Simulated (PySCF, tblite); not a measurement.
# C₅H₆O: geometry, infrared bands, NMR shifts and spin-spin couplings

Aim: predict the infrared bands, NMR shifts and spin-spin couplings of C₅H₆O (`C=C1C=COC1`).

The runs use tblite 0.8.0 and PySCF 2.14.0, with density-fitted response routines of our own; the level of theory stands in each step. All values are computed, except where a source is named. Atoms count from 0, in the outputs and in this text.

## (1) The molecule as given

12 atoms, charge 0, multiplicity 1; geometry from: force field or distance geometry start.

Bonds of the start (Å): C0–C1 1.32, C1–C2 1.44, C2–C3 1.32, C3–O4 1.38, O4–C5 1.45, C5–C1 1.50, C0–H6 1.09, C0–H7 1.08, C2–H8 1.08, C3–H9 1.08, C5–H10 1.09, C5–H11 1.10.

## (2) Geometry optimisation with GFN2-xTB

Job settings and geometry (Å):

```
{"job": {"kind": "relax", "xc": "GFN2-xTB", "basis": "xTB"}, "charge": 0, "multiplicity": 1}
C     -1.824600    -0.239300     0.082000
C     -0.513900    -0.068100     0.010400
C      0.466500    -1.080900    -0.288300
C      1.652800    -0.495800    -0.256100
O      1.678200     0.839800     0.075900
C      0.276900     1.182900     0.254000
H     -2.487700     0.596000     0.325600
H     -2.290100    -1.194400    -0.105000
H      0.256200    -2.113600    -0.519100
H      2.615000    -0.946700    -0.421900
H      0.019600     1.966200    -0.463700
H      0.152300     1.553200     1.280100
```

The run is started by

```bash
> OMP_NUM_THREADS=1 python probes_run.py task.json out
```

The driver reads the jobs from task.json and runs them one after another.

**Question.** This job is followed by: GFN2-xTB harmonic vibrations, gas phase; GIAO PBE0/pcSseg-1 NMR shielding, non-relativistic, gas phase; B3LYP/pcJ-1 indirect spin-spin coupling, non-relativistic, gas phase. What will the session give for the following? strongest single infrared mode (GFN2-xTB); zero-point energy (GFN2-xTB); ¹³C shifts against TMS (PBE0/pcSseg-1); ¹H shifts against TMS (PBE0/pcSseg-1, means over atoms taken as alike); ¹⁷O shifts against H2O (PBE0/pcSseg-1); largest coupling of the table (B3LYP/pcJ-1).

As calculated:

| quantity | value |
| --- | --- |
| strongest single infrared mode (GFN2-xTB) | 1612 cm⁻¹, 165 km/mol |
| zero-point energy (GFN2-xTB) | 59.4 kcal/mol |
| ¹³C shifts against TMS (PBE0/pcSseg-1) | 165.3, 157.4, 112.4, 98.6, 77.0 ppm |
| ¹H shifts against TMS (PBE0/pcSseg-1, means over atoms taken as alike) | 6.83, 5.73, 5.10, 5.05, 4.83 ppm |
| ¹⁷O shifts against H2O (PBE0/pcSseg-1) | 152.5 ppm |
| largest coupling of the table (B3LYP/pcJ-1) | ¹J(C,H) C3–H9, 198.3 Hz |

Relaxing lowered the energy by 0.071 eV in 21 steps; the close pair that moved most is O4–C5, from 1.454 to 1.426 Å. No mode is imaginary among the 30: a minimum at this level. The strongest single mode, at 1612 cm⁻¹, moves mainly C3 and C2. GFN2-xTB is a fitted tight-binding method: band positions and strengths are rough. Its intensities can rank the bands wrongly. H9 (hydrogen on an alkene carbon bearing oxygen) lies farthest downfield among hydrogen, at 6.83 ppm; olefinic region. At PBE0/pcSseg-1: The widest tensor belongs to C1: span 204 ppm, with a paramagnetic part of -231 ppm. Of the pairs tabulated at B3LYP/pcJ-1, C3–H9 couples most strongly (198.3 Hz; Fermi contact 197.7 Hz). Couplings across rotatable bonds belong to this one conformer; where others are populated, the observed values are averages.
